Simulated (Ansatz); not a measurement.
A geometry relaxed with PBE0-D3(BJ)/def2-TZVP in Ansatz (an electronic-structure program), charge 0, multiplicity 2:

```xyz
10

H      0.1383    -0.5602     1.5774
H      1.2508    -0.9473    -0.9905
C     -1.2748     0.2088     0.0495
H      2.1870    -0.1685     0.2844
H     -1.2489     1.1088    -0.5753
H      1.2964     0.8045    -0.8978
C      1.2573    -0.1024    -0.2834
H     -2.0139     0.3631     0.8376
H     -1.6570    -0.5980    -0.5962
C      0.0648    -0.1089     0.5944
```

**Question.** Write the SMILES of this molecule.

**Answer.** `C[CH]C`
